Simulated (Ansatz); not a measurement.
A run of Ansatz (development build ahead of 0.2.0) on singlet CH₂F₂ at this shape:

```yaml
atoms:
  - { symbol: C, position_ang: [0.5303, 0.0000, 0.0000] }
  - { symbol: H, position_ang: [1.2005, 0.6977, 0.6977] }
  - { symbol: H, position_ang: [1.2005, -0.6977, -0.6977] }
  - { symbol: F, position_ang: [-0.3102, 0.8369, -0.8369] }
  - { symbol: F, position_ang: [-0.3102, -0.8369, 0.8369] }
```

Its results:

- Converged: yes
- Total energy: -237.97055 hartree
- Spin squared of the determinant: 0.000

Task: Which input gives this output? Name the method, the orbitals and the basis set, and write the input.

Result: RHF in def2-TZVP. An unrestricted run that stays on the closed shell gives the same numbers.

```yaml
crystal:
  periodic: [false, false, false]
  atoms:
    - { symbol: C, position_ang: [0.5303, 0.0, 0.0] }
    - { symbol: H, position_ang: [1.2005, 0.69773, 0.69773] }
    - { symbol: H, position_ang: [1.2005, -0.69773, -0.69773] }
    - { symbol: F, position_ang: [-0.31016, 0.83691, -0.83691] }
    - { symbol: F, position_ang: [-0.31016, -0.83691, 0.83691] }
basis:
  gaussian: { orbitals: def2-TZVP }
hamiltonian:
  xc: hf
```
